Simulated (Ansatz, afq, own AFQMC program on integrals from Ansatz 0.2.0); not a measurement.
# Where AFQMC and coupled cluster stand for AlH₄⁺, singlet

```
atom   x (Å)    y (Å)    z (Å)
  Al  0.0000   0.1206  -0.1017
   H  0.0000  -0.2642   1.9394
   H  0.0000   0.5054   1.9394
   H  0.0000   1.6576  -0.3178
   H  0.0000  -5.1277  -0.8398
```

Basis 6-31G. Only valence electrons are correlated. Ansatz 0.2.0 and our own AFQMC program on the same integrals; the CISD trial comes from CCSD amplitudes, and released means the phaseless constraint is let go. ± is one standard error of the sampling.

Determinant: UHF, the one that the program's search chose, which needn't be the lowest solution. The geometry is a point of a scan.

Full CI on the same integrals is exact in this basis and with this determinant's frozen core.

Cautions: unrestricted determinant spin contaminated (⟨S²⟩ 1.01 against 0.00); the next higher spin lies close (within 5 meV by full CI).

* T1 diagnostic: 0.0157
* weight of the determinant in the CISD state: 0.953
* ⟨S²⟩ of the determinant: 1.011
* size of the correlated space: 6 electrons in 16 orbitals

Reference: full CI, correlation energy -1.464 eV. The released energy is read at 2.40 1/Eh (meV from the phaseless value at times in 1/Eh: 0.3 ± 0.6 at 0.24, 0.1 ± 0.4 at 0.51, -0.4 ± 0.3 at 0.99, -1.0 ± 0.3 at 1.62, -0.8 ± 0.3 at 2.40). The cautions show a poor starting determinant, so the rows tell how each method copes with it here, and full CI is the sure value.

| level | E − E(reference) (kcal/mol) | share of correlation (%) |
| --- | --- | --- |
| HF | 33.77 | 0.00 |
| MP2 | 11.43 | 66.14 |
| CCSD | 0.43 | 98.73 |
| CCSD(T) | 0.16 | 99.52 |
| CCSDT | 0.01 | 99.98 |
| CCSDT(Q) | 0.00 | 99.99 |
| CCSDTQ | 0.00 | 100.00 |
| ph-AFQMC/CISD | 0.01 ± 0.02 | 99.97 |
| released AFQMC | -0.01 ± 0.007 | 100.02 |

CCSDT and higher add their correlation energy to the determinant of the CCSD(T) run, since their own runs factorise the integrals more tightly (a shift of under 2 meV). A walk keeps the symmetry of its determinant, which the program's search chose and which needn't be the lowest solution, so a lower state of the same spin and another symmetry isn't excluded. Released energies are given only where the last usable release times agree within the noise; a slower fall can still hide under it.
